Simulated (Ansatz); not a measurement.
Input for Ansatz (development build ahead of 0.2.0):

```yaml
crystal:
  periodic: [false, false, false]
  atoms:
    - { symbol: Al, position_ang: [0.0, 0.0, 0.0] }
    - { symbol: Si, position_ang: [1.10127, 1.46836, 3.17909] }
basis:
  gaussian: { orbitals: "6-31G" }
total_charge: 1
hamiltonian:
  xc: hf
correlation:
  method: fci
  frozen_orbitals: { Al: 5, Si: 5 }
```

The input is written out in the form of the current development build from the run's settings.

The run gave:

- Converged: yes
- Total energy: -530.53653 hartree
- State: lowest singlet root, of any spatial symmetry
